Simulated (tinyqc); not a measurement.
Inside a calculation. Method: Hueckel theory of the pi electrons with the omega technique, for the molecule Fc1[cH+]c1Cl (SMILES; centres numbered as the heavy atoms are written). Computed by tinyqc, a small Python program that keeps every step. Settings: charge = 1, omega = 1.4, damping = 0.7. Command: `OMP_NUM_THREADS=1 python tinyqc.py 25309 25310 out.jsonl` (the two numbers bound the seeds that draw the settings). One thread of a shared host (Intel(R) Xeon(R) Processor @ 2.60GHz), about 0.01 s of CPU time with the checks.

Centres:
```
centre  z_r, pi electrons of the neutral centre        h
1F                                            2  3.21000
2C                                            1  0.00000
3C                                            1  0.00000
4C                                            1  0.00000
5Cl                                           2  2.19000
```

Bonds:
```
i  j        k
1  2  0.66000
2  3        1
3  4        1
4  5  0.37000
4  2        1
```

Each round sets h_r = h_r(0) + omega (z_r - P_rr), keeping the share named as damping of the old diagonal; repeat until output and input diagonals agree to 1e-6.

Rounds:
```
round   sum n x  largest |h(out) - h(in)|
1      14.99313                  4.66e-01
2      15.30646                  3.21e-01
3      15.52777                  2.22e-01
4      15.68412                  1.53e-01
5      15.79456                  1.06e-01
6      15.87258                  7.37e-02
7      15.92769                  5.12e-02
8      15.96661                  3.56e-02
9      15.99409                  2.47e-02
10     16.01349                  1.72e-02
11     16.02718                  1.19e-02
12     16.03685                  8.31e-03
13     16.04367                  5.78e-03
14     16.04848                  4.02e-03
15     16.05187                  2.80e-03
16     16.05427                  1.95e-03
17     16.05595                  1.36e-03
18     16.05714                  9.45e-04
19     16.05798                  6.58e-04
20     16.05857                  4.58e-04
21     16.05899                  3.19e-04
22     16.05928                  2.22e-04
23     16.05949                  1.55e-04
24     16.05963                  1.08e-04
25     16.05974                  7.51e-05
26     16.05981                  5.23e-05
27     16.05986                  3.64e-05
28     16.05990                  2.54e-05
29     16.05992                  1.77e-05
30     16.05994                  1.23e-05
31     16.05995                  8.58e-06
32     16.05996                  5.98e-06
33     16.05997                  4.17e-06
34     16.05997                  2.91e-06
35     16.05997                  2.02e-06
36     16.05998                  1.41e-06
37     16.05998                  9.84e-07
```

Can the last value be used, and what does the course show?

Yes. Converged in 37 rounds.
